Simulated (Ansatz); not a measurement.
**SiH5O (doublet): wave-function methods side by side at distance Si1–H5 along a hydrogen transfer = 1.769 Å, cc-pVDZ**

The task here is to estimate one member of a computed series from the others.

Computed with Ansatz 0.2.0, Gaussian basis. Level: cc-pVDZ, core rule «outside noble gas», up to 6 orbitals frozen.

Plan: UHF; CCSD(T) on ROHF; CCSD(T) on UHF; BCCD(T) on ROHF; CISD; CCSDT(Q) on ROHF; CCSDT(Q) on UHF; CASSCF and MRCISD+Q, 3 electrons in 3 orbitals; CASSCF and NEVPT2, 3 electrons in 3 orbitals.

## What is computed

The geometry derives from fragments relaxed apart (PBE0/def2-TZVP) and kept rigid, so it is no stationary point. A hydrogen atom is moved between rigid fragments.

7 atoms, charge 0, spin multiplicity 2.

Atoms are counted from 1 here; the program's logs count them from 0.

Bond lengths: Si1–H2 1.485 Å, Si1–H3 1.485 Å, Si1–H4 1.485 Å, O6–H7 0.973 Å. Angles: H2–Si1–H3 109.5°, H2–Si1–H4 109.5°, H3–Si1–H4 109.5°.

The first run:

Input file in.yaml:

```yaml
crystal:
  periodic: [false, false, false]
  atoms:
    - {symbol: Si, position_ang: [-1.097404, 0.019286, 0.000000]}
    - {symbol: H, position_ang: [-1.592276, 1.418994, 0.000000]}
    - {symbol: H, position_ang: [-1.592275, -0.680568, 1.212183]}
    - {symbol: H, position_ang: [-1.592276, -0.680568, -1.212182]}
    - {symbol: H, position_ang: [0.671596, 0.019286, 0.000000]}
    - {symbol: O, position_ang: [2.040596, 0.019286, -0.000001]}
    - {symbol: H, position_ang: [2.292455, -0.920664, -0.000001]}
basis:
  gaussian: {orbitals: cc-pVDZ}
magnetization: {spin_polarized: true, initial_magnetization: 1}
hamiltonian: {xc: hf}
output: {orbitals: {seedname: orbitals}}
```

The run is started by

```sh
ansatz run in.yaml --threads 1 --pin off --events-out ev --progress --plain --max-ram 2816MiB --backend cpu
```

Steps of the session up to this table: UHF; CCSD(T) on ROHF; CCSD(T) on UHF; BCCD(T) on ROHF; CISD; CCSDT(Q) on ROHF; CCSDT(Q) on UHF; CASSCF and MRCISD+Q, 3 electrons in 3 orbitals; CASSCF and NEVPT2, 3 electrons in 3 orbitals.

One of the session's tables, all rows but one given; the rest of the session is left out.

```
       method  from UCCSDT(Q) (meV)
         ROHF               +9736.1
          UHF               +9391.9
         RMP2                     ?
         UMP2               +1492.7
         CISD               +1239.0
        RCCSD                +248.0
        UCCSD                +236.4
     RCCSD(T)                 +51.1
     UCCSD(T)                 +50.8
      BCCD(T)                 +48.3
       RCCSDT                 +19.8
       UCCSDT                 +18.5
    RCCSDT(Q)                  +0.1
    UCCSDT(Q)                     0
  CASSCF pair               +8920.3
  NEVPT2 pair               +1272.9
  MRCISD pair                +986.3
MRCISD+Q pair                +163.0
```

Estimate the missing values for RMP2.

**Answer.** from UCCSDT(Q) (meV): +1493.4. In the column «from UCCSDT(Q) (meV)» it lies between UMP2 (+1492.7) and CASSCF pair (+8920.3).

Caveats from the session: Restricted and unrestricted rows rest on different reference determinants; where their highest levels disagree by more than a few hundredths of an eV, they describe different states and don't form one ladder.
